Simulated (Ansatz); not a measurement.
bcc W was calculated with LDA (Ansatz, an electronic-structure program, PAW).

A relaxed, unreconstructed slab of the (111) face has 18 atoms, two equal faces of 17.025 Å² each and an energy of -182328.8752 eV. A bulk cell of 3 atoms with the same orientation and in-plane k mesh has -30389.5427 eV. Energies are extrapolated to zero smearing.

Settings: plane-wave cutoff 500 eV, 18×18×1 k mesh (along the axes of the cell as run), Fermi–Dirac smearing 0.1 eV, scalar-relativistic PAW data made under PBE.

Worked out: γ = (E_slab − N E_bulk per atom)/2A = [-182328.8752 − 18 × (-30389.5427/3)]/(2 × 17.025) = 0.2461 eV/Å². With 16.022 J/m² per eV/Å² this is 3.94 J/m², or 4.19 eV per surface cell and face.
